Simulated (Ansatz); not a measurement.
Si2, SMILES [Si]=[Si] (connectivity only; charge and spin as stated), neutral, multiplicity 3.

Coordinates come from a PBE0-D3(BJ)/def2-TZVPD optimisation.

Two levels are set side by side: PBE/def2-TZVPD (Ansatz, a quantum-chemistry and plane-wave program) and CAM-B3LYP/def2-TZVPD (Ansatz). Energy differences of separate SCF runs at the same geometry; the states with an electron removed or added have multiplicity 4 and 2. Differences are taken from unrounded values.

```tsv
quantity	CAM-B3LYP	PBE	PBE minus CAM-B3LYP
vertical ionisation energy (eV)	7.93	7.80	-0.14
vertical electron affinity (eV)	1.80	1.95	0.15
```
